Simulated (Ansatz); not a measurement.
Process, species as SMILES: ClCl (Cl2) → 2 Cl atom
B3LYP-D3(BJ)/def2-TZVP geometries, fixed; electronic energies without zero-point terms.

Core correlation in the atomisation energy at MP2 with Ansatz (a first-principles code), in kcal/mol: frozen core against 1s of Al to Cl frozen alone. Open shells are unrestricted.

```csv
basis,"functions, most",frozen core
cc-pV(D+d)Z,46,46.00
cc-pCVDZ,54,44.66
cc-pV(T+d)Z,78,57.73
cc-pwCVTZ,118,58.07
cc-pCVTZ,118,57.77
cc-pV(Q+d)Z,128,61.29
cc-pCVQZ,218,61.42
cc-pwCVQZ,218,61.54
```

Q: How large is the core term in each set?

A: The largest core-valence set, cc-pwCVQZ, gives a core term of 0.59 kcal/mol; the valence set cc-pV(Q+d)Z, which lacks functions for the core, gives 0.91. By row: cc-pV(D+d)Z 0.71, cc-pCVDZ 0.58, cc-pV(T+d)Z 1.48, cc-pwCVTZ 0.61, cc-pCVTZ 0.62, cc-pV(Q+d)Z 0.91, cc-pCVQZ 0.60, cc-pwCVQZ 0.59.
